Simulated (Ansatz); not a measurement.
For wurtzite GaN, rVV10 (Ansatz, a first-principles code, plane waves, PAW) gives:

| Property | Result |
|---|---|
| lattice parameter a | 3.233 Å |
| lattice parameter c | 5.276 Å |

Problem. What does B3LYP (VWN-RPA form) (PAW; Ansatz) give for the same quantities?

Solution. 
- lattice constant a: 3.212 Å (falls by 0.6 %)
- lattice parameter c: 5.231 Å (shrinks by 0.9 %)

For comparison: lattice constant a 3.189 Å (measured, room temperature, no zero-point or thermal correction; as tabulated in Lucero et al. (2012), arXiv:1111.4515); lattice parameter c 5.185 Å (measured, room temperature, no zero-point or thermal correction; as tabulated in Lucero et al. (2012), arXiv:1111.4515).

Changes are worked out from the printed values.

Unless a cell is named, each level is at its own relaxed cell (rVV10 11.94, B3LYP (VWN-RPA form) 11.68 Å³/atom).

Ansatz's density-functional and Hartree–Fock values are scalar-relativistic unless marked +SOC, with PAW data made under PBE.
